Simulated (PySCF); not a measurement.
Isomers of C3H7NO and their computed core-level spectra.

Method: delta-SCF UKS SCAN, pcX-2 on the ionised atom, pcseg-1 elsewhere, spin-free X2C (PySCF). Geometries: PBE0-D3(BJ)/def2-SVP; isolated species, one conformer each.

Line lists (1s up to Mg, 2p3/2 beyond; areas count atoms within a level, one atom standing for each set equivalent by bonding):
1. C 1s: 290.98 (area 1), 292.81 (area 1), 293.32 (area 1) eV; N 1s: 404.09 eV; O 1s: 539.31 eV
2. C 1s: 290.65 (area 1), 291.06 (area 1), 293.79 (area 1) eV; N 1s: 406.03 eV; O 1s: 536.95 eV
3. C 1s: 291.06 (area 1), 291.94 (area 1), 293.49 (area 1) eV; N 1s: 405.82 eV; O 1s: 536.71 eV

Structures:
A. `N(C)C(=O)C`
B. `[H]/N=C(/C)OC`
C. `CCC(=O)N`

Question: Match each list to its structure.

Answer: 
- 1 = B: another candidate has the same counts of sites, so positions decide. C 1s: 290.98 methyl carbon, 292.81 methoxy carbon, 293.32 C=N carbon; N 1s: 404.09 C=N nitrogen; O 1s: 539.31 oxygen bonded to 2 C.
- 2 = C: another candidate has the same counts of sites, so positions decide. C 1s: 290.65 methyl carbon, 291.06 sp3 carbon next to a carbonyl, 293.79 amide carbonyl carbon; N 1s: 406.03 amide nitrogen; O 1s: 536.95 amide oxygen.
- 3 = A: another candidate has the same counts of sites, so positions decide. C 1s: 291.06 methyl carbon next to a carbonyl, 291.94 N-methyl carbon, 293.49 amide carbonyl carbon; N 1s: 405.82 amide nitrogen; O 1s: 536.71 amide oxygen.
